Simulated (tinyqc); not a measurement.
Inside a calculation. Method: MP2 on RHF in the sto-6g basis, frozen core, for LiH, spin multiplicity 1. Computed by tinyqc, a small Python program that keeps every step (integrals from PySCF). Settings: charge = 0, multiplicity = 1, basis = sto-6g, method = RHF, frozen orbitals = 1, energy threshold = 1e-10, iteration cap = 80, orthogonalisation = symmetric, start = Wolfsberg-Helmholz matrix, DIIS depth = 6. Command: `OMP_NUM_THREADS=1 python tinyqc.py 25671 25672 out.jsonl` (the two numbers bound the seeds that draw the settings). One thread of a shared host (Intel(R) Xeon(R) Processor @ 2.60GHz), about 0.1 s of CPU time with the checks. The early iterations of the SCF are left out here.

## One-electron integrals

Geometry (angstrom):
```
atom,x,y,z
Li,0.000000,0.000000,0.000000
H,0.000000,0.000000,1.465000
```

Basis sto-6g: exponents (1/bohr^2) and contraction coefficients of normalised primitives:
```
element,l (shell),exponent,coefficient
Li,s (1),167.175846,0.009164
Li,s (1),30.651508,0.049361
Li,s (1),8.575187,0.168538
Li,s (1),2.945808,0.370563
Li,s (1),1.143944,0.416492
Li,s (1),0.471139,0.130334
Li,s (2),6.597564,-0.013253
Li,s (2),1.305830,-0.046992
Li,s (2),0.405851,-0.033785
Li,s (2),0.156146,0.250242
Li,s (2),0.067814,0.595117
Li,s (2),0.031084,0.240706
Li,p (3),6.597564,0.003760
Li,p (3),1.305830,0.037679
Li,p (3),0.405851,0.173897
Li,p (3),0.156146,0.418036
Li,p (3),0.067814,0.425860
Li,p (3),0.031084,0.101708
H,s (1),35.523221,0.009164
H,s (1),6.513144,0.049361
H,s (1),1.822143,0.168538
H,s (1),0.625955,0.370563
H,s (1),0.243077,0.416492
H,s (1),0.100112,0.130334
```

Overlap, kinetic and nuclear-attraction integrals over the contracted functions; the nuclear repulsion is the sum of Za Zb / Rab.

nuclear repulsion = 1.08363934 hartree

overlap S:
```
,1Li 1s,1Li 2s,1Li 2px,1Li 2py,1Li 2pz,2H 1s
1Li 1s,1.000000,0.235742,0.000000,0.000000,0.000000,0.091138
1Li 2s,0.235742,1.000000,0.000000,0.000000,0.000000,0.430909
1Li 2px,0.000000,0.000000,1.000000,0.000000,0.000000,0.000000
1Li 2py,0.000000,0.000000,0.000000,1.000000,0.000000,0.000000
1Li 2pz,0.000000,0.000000,0.000000,0.000000,1.000000,0.534058
2H 1s,0.091138,0.430909,0.000000,0.000000,0.534058,1.000000
```

kinetic energy T (hartree):
```
,1Li 1s,1Li 2s,1Li 2px,1Li 2py,1Li 2pz,2H 1s
1Li 1s,3.616742,-0.110723,0.000000,0.000000,0.000000,-0.015849
1Li 2s,-0.110723,0.106524,0.000000,0.000000,0.000000,0.050470
1Li 2px,0.000000,0.000000,0.320007,0.000000,0.000000,0.000000
1Li 2py,0.000000,0.000000,0.000000,0.320007,0.000000,0.000000
1Li 2pz,0.000000,0.000000,0.000000,0.000000,0.320007,0.150322
2H 1s,-0.015849,0.050470,0.000000,0.000000,0.150322,0.768522
```

nuclear attraction V (hartree):
```
,1Li 1s,1Li 2s,1Li 2px,1Li 2py,1Li 2pz,2H 1s
1Li 1s,-8.428357,-0.913414,0.000000,0.000000,-0.020129,-0.394000
1Li 2s,-0.913414,-1.505936,0.000000,0.000000,-0.129050,-0.830539
1Li 2px,0.000000,0.000000,-1.471275,0.000000,0.000000,0.000000
1Li 2py,0.000000,0.000000,0.000000,-1.471275,0.000000,0.000000
1Li 2pz,-0.020129,-0.129050,0.000000,0.000000,-1.575090,-1.054680
2H 1s,-0.394000,-0.830539,0.000000,0.000000,-1.054680,-2.318189
```

core Hamiltonian H = T + V (hartree):
```
,1Li 1s,1Li 2s,1Li 2px,1Li 2py,1Li 2pz,2H 1s
1Li 1s,-4.811614,-1.024137,0.000000,0.000000,-0.020129,-0.409850
1Li 2s,-1.024137,-1.399412,0.000000,0.000000,-0.129050,-0.780069
1Li 2px,0.000000,0.000000,-1.151267,0.000000,0.000000,0.000000
1Li 2py,0.000000,0.000000,0.000000,-1.151267,0.000000,0.000000
1Li 2pz,-0.020129,-0.129050,0.000000,0.000000,-1.255082,-0.904358
2H 1s,-0.409850,-0.780069,0.000000,0.000000,-0.904358,-1.549667
```

## Two-electron integrals

Functions are numbered as in S; the eight-fold symmetry (ij|kl) = (ji|kl) = (kl|ij) leaves the list below.

Two-electron integrals (ij|kl) in chemists' order, unique and non-zero (hartree):
```
i,j,k,l,(ij|kl)
1,1,1,1,1.681247
2,1,1,1,0.242603
2,1,2,1,0.044507
2,2,1,1,0.397190
2,2,2,1,0.090279
2,2,2,2,0.290625
3,1,3,1,0.009437
3,2,3,1,0.014261
3,2,3,2,0.064236
3,3,1,1,0.397190
3,3,2,1,0.090279
3,3,2,2,0.290625
3,3,3,3,0.313125
4,1,4,1,0.009437
4,2,4,1,0.014261
4,2,4,2,0.064236
4,3,4,3,0.016875
4,4,1,1,0.397190
4,4,2,1,0.090279
4,4,2,2,0.290625
4,4,3,3,0.279374
4,4,4,4,0.313125
5,1,5,1,0.009437
5,2,5,1,0.014261
5,2,5,2,0.064236
5,3,5,3,0.016875
5,4,5,4,0.016875
5,5,1,1,0.397190
5,5,2,1,0.090279
5,5,2,2,0.290625
5,5,3,3,0.279374
5,5,4,4,0.279374
5,5,5,5,0.313125
6,1,1,1,0.096350
6,1,2,1,0.017192
6,1,2,2,0.034757
6,1,3,3,0.034302
6,1,4,4,0.034302
6,1,5,1,0.002259
6,1,5,2,0.004373
6,1,5,5,0.035667
6,1,6,1,0.007319
6,2,1,1,0.173004
6,2,2,1,0.039542
6,2,2,2,0.129050
6,2,3,3,0.123159
6,2,4,4,0.123159
6,2,5,1,0.006901
6,2,5,2,0.036004
6,2,5,5,0.140833
6,2,6,1,0.017964
6,2,6,2,0.087571
6,3,3,1,0.003852
6,3,3,2,0.016143
6,3,5,3,0.005956
6,3,6,3,0.007341
6,4,4,1,0.003852
6,4,4,2,0.016143
6,4,5,4,0.005956
6,4,6,4,0.007341
6,5,1,1,0.200305
6,5,2,1,0.046371
6,5,2,2,0.156868
6,5,3,3,0.146704
6,5,4,4,0.146704
6,5,5,1,0.010826
6,5,5,2,0.055417
6,5,5,5,0.177193
6,5,6,1,0.022253
6,5,6,2,0.118235
6,5,6,5,0.163173
6,6,1,1,0.358848
6,6,2,1,0.083733
6,6,2,2,0.293635
6,6,3,3,0.269056
6,6,4,4,0.269056
6,6,5,1,0.018340
6,6,5,2,0.109332
6,6,5,5,0.342791
6,6,6,1,0.040696
6,6,6,2,0.243158
6,6,6,5,0.343309
6,6,6,6,0.774999
```

## Orthogonalisation

S = U s U^T; symmetric (Loewdin) form X = U s^(-1/2) U^T, so that X^T S X = 1.

eigenvalues of S: 0.311164  0.801455  1.000000  1.000000  1.159151  1.728230

X:
```
,1Li 1s,1Li 2s,1Li 2px,1Li 2py,1Li 2pz,2H 1s
1Li 1s,1.021910,-0.121319,0.000000,0.000000,0.001063,-0.007518
1Li 2s,-0.121319,1.131225,0.000000,0.000000,0.135708,-0.318303
1Li 2px,0.000000,0.000000,1.000000,0.000000,0.000000,0.000000
1Li 2py,0.000000,0.000000,0.000000,1.000000,0.000000,0.000000
1Li 2pz,0.001063,0.135708,0.000000,0.000000,1.168194,-0.395079
2H 1s,-0.007518,-0.318303,0.000000,0.000000,-0.395079,1.277872
```

## Iteration 8 (converged): orbitals

converged F (hartree):
```
,1Li 1s,1Li 2s,1Li 2px,1Li 2py,1Li 2pz,2H 1s
1Li 1s,-2.382971,-0.618013,0.000000,0.000000,0.011759,-0.242064
1Li 2s,-0.618013,-0.214777,0.000000,0.000000,-0.114191,-0.288424
1Li 2px,0.000000,0.000000,0.162485,0.000000,0.000000,0.000000
1Li 2py,0.000000,0.000000,0.000000,0.162485,0.000000,0.000000
1Li 2pz,0.011759,-0.114191,0.000000,0.000000,-0.015393,-0.244210
2H 1s,-0.242064,-0.288424,0.000000,0.000000,-0.244210,-0.181600
```

Diagonalise F' = X^T F X, C = X C', fill 2 alpha and 2 beta electrons from the bottom; D = 2 C_occ C_occ^T. Each column has its largest component positive (the first on a tie).

F' = X^T F X (hartree):
```
,1,2,3,4,5,6
1,-2.335218,-0.325518,0.000000,0.000000,0.031416,-0.071108
2,-0.325518,0.015693,0.000000,0.000000,0.030562,-0.294508
3,0.000000,0.000000,0.162485,0.000000,0.000000,0.000000
4,0.000000,0.000000,0.000000,0.162485,0.000000,0.000000
5,0.031416,0.030562,0.000000,0.000000,0.166885,-0.332613
6,-0.071108,-0.294508,0.000000,0.000000,-0.332613,0.133417
```

orbital energies (hartree): MO1 -2.384507, MO2 -0.296963, MO3 0.079725, MO4 0.162485, MO5 0.162485, MO6 0.582522

coefficients C:
```
,MO1,MO2,MO3,MO4,MO5,MO6
1Li 1s,0.993646,-0.168625,-0.197317,0.000000,0.000000,0.066138
1Li 2s,0.023007,0.433964,0.799301,0.000000,0.000000,-0.765759
1Li 2px,0.000000,0.000000,0.000000,0.980504,-0.196500,0.000000
1Li 2py,0.000000,0.000000,0.000000,0.196500,0.980504,0.000000
1Li 2pz,-0.006673,0.349994,-0.617230,0.000000,0.000000,-1.017678
2H 1s,0.006560,0.549088,-0.121635,0.000000,0.000000,1.254624
```

D after iteration 8:
```
,1Li 1s,1Li 2s,1Li 2px,1Li 2py,1Li 2pz,2H 1s
1Li 1s,2.031535,-0.100633,0.000000,0.000000,-0.131297,-0.172143
1Li 2s,-0.100633,0.377709,0.000000,0.000000,0.303462,0.476871
1Li 2px,0.000000,0.000000,0.000000,0.000000,0.000000,0.000000
1Li 2py,0.000000,0.000000,0.000000,0.000000,0.000000,0.000000
1Li 2pz,-0.131297,0.303462,0.000000,0.000000,0.245080,0.384267
2H 1s,-0.172143,0.476871,0.000000,0.000000,0.384267,0.603082
```

Within a degenerate level the vectors are fixed only up to a rotation; this is one choice.

## Convergence

Stop when the energy changes by less than 1e-10 hartree and every element of the error matrix X^T (F D S - S D F) X is below 3e-06.

Course of the cycle:
```
iteration,E (hartree),change,largest element of the error matrix
1,-7.93384967,-,8.92e-02
2,-7.94953507,-1.57e-02,2.50e-02
3,-7.95232004,-2.78e-03,1.13e-02
4,-7.95309440,-7.74e-04,8.10e-04
5,-7.95309516,-7.57e-07,2.04e-04
6,-7.95309521,-5.19e-08,2.22e-05
7,-7.95309521,-6.65e-10,3.24e-06
8,-7.95309521,-1.43e-11,4.80e-08
```

PySCF RHF in the same basis = -7.95309521 hartree

Converged in 8 iterations.

## Integrals over molecular orbitals

(pq|rs) = sum C_ip C_jq C_kr C_ls (ij|kl), one index at a time.

one-electron integrals over orbitals h = C^T H C (hartree):
```
,1,2,3,4,5,6
1,-4.803547,0.110252,0.170896,0.000000,0.000000,-0.028513
2,0.110252,-1.551717,0.032427,0.000000,0.000000,-0.092463
3,0.170896,0.032427,-1.140782,0.000000,0.000000,0.037538
4,0.000000,0.000000,0.000000,-1.151267,0.000000,0.000000
5,0.000000,0.000000,0.000000,0.000000,-1.151267,0.000000
6,-0.028513,-0.092463,0.037538,0.000000,0.000000,-0.935242
```

Two-electron integrals over orbitals (pq|rs), unique and non-zero (hartree); the lowest 1 orbital is frozen and left out:
```
p,q,r,s,(pq|rs)
2,2,2,2,0.499694
3,2,2,2,-0.044926
3,2,3,2,0.011092
3,3,2,2,0.226984
3,3,3,2,0.005551
3,3,3,3,0.340763
4,2,4,2,0.023828
4,3,4,2,0.018939
4,3,4,3,0.041386
4,4,2,2,0.276883
4,4,3,2,0.004377
4,4,3,3,0.282804
4,4,4,4,0.313125
5,2,5,2,0.023828
5,3,5,2,0.018939
5,3,5,3,0.041386
5,4,5,4,0.016875
5,5,2,2,0.276883
5,5,3,2,0.004377
5,5,3,3,0.282804
5,5,4,4,0.279374
5,5,5,5,0.313125
6,2,2,2,0.135774
6,2,3,2,-0.032098
6,2,3,3,-0.009334
6,2,4,4,-0.009213
6,2,5,5,-0.009213
6,2,6,2,0.123958
6,3,2,2,-0.049630
6,3,3,2,0.007273
6,3,3,3,0.035548
6,3,4,4,0.000537
6,3,5,5,0.000537
6,3,6,2,-0.029483
6,3,6,3,0.025109
6,4,4,2,-0.019540
6,4,4,3,-0.014219
6,4,6,4,0.019709
6,5,5,2,-0.019540
6,5,5,3,-0.014219
6,5,6,5,0.019709
6,6,2,2,0.460896
6,6,3,2,-0.040122
6,6,3,3,0.241728
6,6,4,4,0.270288
6,6,5,5,0.270288
6,6,6,2,0.143246
6,6,6,3,-0.042169
6,6,6,6,0.458750
```

## Second-order Moller-Plesset energy

Hartree-Fock energy = -7.95309521 hartree

E2 = sum_ijab (ia|jb) [2 (ia|jb) - (ib|ja)] / (e_i + e_j - e_a - e_b) over occupied i, j and virtual a, b; the opposite-spin part is (ia|jb)^2 / denominator, the rest is same-spin, and SCS-MP2 scales them by 6/5 and 1/3.

Terms:
```
i,j,a,b,(ia|jb),(ib|ja),denominator,term
2,2,6,6,0.123958,0.123958,-1.758970,-0.008736
2,2,6,3,-0.032098,-0.032098,-1.256173,-0.000820
2,2,3,6,-0.032098,-0.032098,-1.256173,-0.000820
2,2,5,5,0.023828,0.023828,-0.918895,-0.000618
2,2,4,4,0.023828,0.023828,-0.918895,-0.000618
2,2,3,3,0.011092,0.011092,-0.753377,-0.000163
```

Pair energies (hartree; pair i-j sums ij and ji):
```
pair,opposite spin,same spin
2-2,-0.011775,0
```

MP2 correlation energy = -0.01177507 hartree

SCS-MP2 correlation energy = -0.01413009 hartree

MP2 total energy = -7.96487029 hartree
